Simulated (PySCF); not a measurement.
From KT3/pcSseg-2 to B97-2/pcSseg-2: the HOMO–LUMO gap of 8 molecules

Settings: PySCF, density fitting, no solvent, no relativity; the PBE0-D3(BJ)/def2-TZVP geometry of a molecule is the same in every run. Shieldings use GIAOs. KT3: no exact exchange; B97-2: 21 % exact exchange.

HOMO–LUMO gap (eV):

```
      molecule  KT3/pcSseg-2  B97-2/pcSseg-2
C[C@@H](Cl)C#N          6.02               ?
         O=NOO          3.98            6.10
        C#CCCl          5.50            7.46
         S=BCl          5.37            7.06
 O=[N+]([O-])O          4.88            7.16
 O=C1CCC(=O)O1          5.01            7.19
       C=C=CCl          4.49            6.31
       N#CCCCl          6.36            8.41
```

**Question.** Predict the missing value of `C[C@@H](Cl)C#N` from the other molecules.

**Answer.** The functional change moves the other 7 molecules by +2.01 eV on average (standard deviation 0.21), which puts `C[C@@H](Cl)C#N` at 6.02 + 2.01 = 8.03 eV. A straight line through the pairs, y = 0.961x + 2.21, gives 8.00 eV. The run gave 8.09 eV: the mean change misses by 0.06, the line by 0.09 eV.

**Question.** Which of the two rules would one have trusted beforehand?

**Answer.** Leaving out each listed molecule in turn and predicting it from the rest, the mean change misses by 0.191 eV on average and the line by 0.221; so neither has a clear lead.

**Question.** How even is the effect, and which conclusions about the order would change?

**Answer.** Among the 7 molecules with both values given it runs from +1.69 eV for `S=BCl` to +2.28 eV for `O=[N+]([O-])O`; `C[C@@H](Cl)C#N` moves by +2.07 eV, inside this range. The change is of one sign for all of them. Of the 21 pairs among the 7, 2 change order, the widest-spaced at KT3/pcSseg-2 being `S=BCl` and `O=[N+]([O-])O`, 0.49 eV apart there.

Neither level serves as a reference here, and other classes of molecule may behave otherwise.
